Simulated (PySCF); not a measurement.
Gas-phase reaction: 4 C3H5 (allyl) + C3H4 (propyne) ⇌ 3 C5H8 (cyclic)

Computed with PySCF and rigid-rotor harmonic-oscillator thermochemistry at 1 bar. Table values come from the NASA 1993 polynomials. S°(298 K) at PBE0/def2-TZVP differs from the NASA 1993 table for C3H5 (allyl) (-17 J/mol/K); whether the harmonic model or the table's entry is off was not settled. † marks an energy on the PBE0/def2-TZVP geometry and frequencies; other levels use their own. 6-31G* has spherical d functions here. Open shells (unrestricted): C3H5 (allyl) (multiplicity 2); the rest are closed-shell singlets. B3LYP is the form with VWN-RPA correlation. The harmonic model lacks anharmonicity and excited electronic states, which grow with temperature; levels with a mode under 35 cm⁻¹ are left out. The table's entry may be an old estimate for C3H5 (allyl), C5H8 (cyclic) (not checked at source).

```csv
level,"ΔH°(298 K), kJ",minus table,"ΔG°(1400 K), kJ"
table,-758.8,-,-66.3
B3LYP/6-31G*,-695.2,63.6,-89.4
B3LYP/def2-TZVP†,-615.8,143.0,-10.5
M06-2X/def2-TZVP†,-757.3,1.5,-151.9
PBE/def2-TZVP†,-708.8,50.0,-103.5
LDA/def2-TZVP†,-932.5,-173.7,-327.2
ωB97M-V/def2-TZVP†,-763.2,-4.4,-157.9
```
